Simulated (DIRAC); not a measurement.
# C2H3Cl (SMILES C=CCl) at MP2/dyall-v3z (X2C-1eSO, uncontracted yes, window high 2.52 Eh, window low -0.907 Eh)

Wanted: a single-point energy of C2H3Cl. 

The results are computed with DIRAC 26.1 (patched).

1 further run of the same task is left out (set aside as unsound or not needed).

## 1. The system as given

The species is C2H3Cl (6 atoms), meant as a singlet with charge 0. As SMILES, `C=CCl`. Geometry: relaxed at GFN2-xTB, symmetrised.

Bond lengths: C1–C2 1.318 Å, C2–Cl3 1.721 Å, C1–H4 1.076 Å, C1–H5 1.076 Å, C2–H6 1.079 Å. Angles: C1–C2–Cl3 123.0°, C1–C2–H6 123.9°, Cl3–C2–H6 113.2°, C2–C1–H4 122.3°, C2–C1–H5 120.4°, H4–C1–H5 117.3°.

## 2. A single-point energy at MP2/dyall-v3z (X2C-1eSO, uncontracted yes, window high 2.52 Eh, window low -0.907 Eh)

The input, C2H3Cl.mol:

```
INTGRL
C2H3Cl

C   3              A
        6.    2
C1       -0.93575500      1.04042805     -1.03651591
C2       -0.09708566      0.82873279     -0.04262511
LARGE BASIS dyall.v3z
       17.    1
Cl        0.41371699     -0.74395433      0.43269194
LARGE BASIS dyall.v3z
        1.    3
H1       -1.35569183      0.23740298     -1.61604232
H2       -1.22735477      2.04217862     -1.29849569
H3        0.33849921      1.61497845      0.55429005
LARGE BASIS dyall.v3z
FINISH
```

The input, run.inp:

```
# DIRAC input
**DIRAC
.WAVE FUNCTION
**HAMILTONIAN
.X2C
.NOAMFI
**INTEGRALS
*READIN
.UNCONTRACT
**WAVE FUNCTION
.SCF
.RELCCSD
*SCF
.CLOSED SHELL
 32
**MOLTRA
.ACTIVE
energy -0.907 2.52 0.001
**RELCC
.ENERGY
*CCENER
.NOSD
.NOSDT
*END OF INPUT
```

Launch:

```sh
$ pam --inp=run.inp --mol=C2H3Cl.mol --noarch --mw=163 --aw=368
```

Log:

```text
*************************** Hamiltonian defined ***************************
[...]
 * Number of fermion irreps: 1
[...]
It.    1    -237.3337167401      0.00D+00  0.00D+00  0.00D+00               0.26401997s   Atom. scrpot
[...]
It.   18    -538.4535811992      4.43D-11 -5.34D-08  4.26D-08   DIIS   9    5.33200000s   LL
[...]
* Convergence after   18 iterations.
[...]
                                   TOTAL ENERGY
                                   ------------
   Charge of molecule : 0
   Electronic energy                        :    -627.89280842060987
   Other contributions to the total energy
   Nuclear repulsion energy                 :      89.43922722145913
[...]
   Total energy                             :    -538.45358119915068
[...]
  * Closed shell, f = 1.0000
   -105.2165739313  ( 2)       -11.3037733454  ( 2)       -11.2473716161  ( 2)       -10.6324036634  ( 2)        -8.0830507680  ( 2)
     -8.0088038256  ( 2)        -8.0077544616  ( 2)        -1.1654947201  ( 2)        -1.0190924812  ( 2)        -0.7953940397  ( 2)
     -0.6655417159  ( 2)        -0.6182769736  ( 2)        -0.5307189601  ( 2)        -0.5134571616  ( 2)        -0.4541011575  ( 2)
     -0.3723422918  ( 2)
[...]
* HOMO - LUMO gap:
    E(LUMO) :     0.09603824 au (symmetry E1 )
  - E(HOMO) :    -0.37234229 au (symmetry E1 )
  ------------------------------------------
    gap     :     0.46838053 au
[...]
* REACMO: Coefficients read from CHECKPOINT  - Total energy: -538.453581199106338
[...]
 Total charge of the system :              0
[...]
 Total MP2 energy :                         -538.758554605407994
 T1 diagnostic :                               0.000000007829947
[...]
@ SCF energy :                              -538.453581199037899
@ MP2 correlation energy :                    -0.304973406370081
@ Total MP2 energy :                        -538.758554605407994
[...]
```

Wall time 5.6 min (1 thread of Intel Xeon 6975P-C (Granite Rapids), shared host); peak memory 0.33 GiB.

## 3. What came out

Level: MP2/dyall-v3z (X2C-1eSO, uncontracted yes, window high 2.52 Eh, window low -0.907 Eh), 9 core and valence orbitals frozen.

| quantity | value |
| --- | --- |
| total energy | -538.75855 Eh |
| HOMO energy (Hartree–Fock orbitals) | -10.13 eV |
| LUMO energy (Hartree–Fock orbitals) | 2.61 eV |
| HOMO–LUMO gap (Hartree–Fock orbitals) | 12.75 eV |
| correlation energy (9 orbitals frozen) | -305.0 mEh |
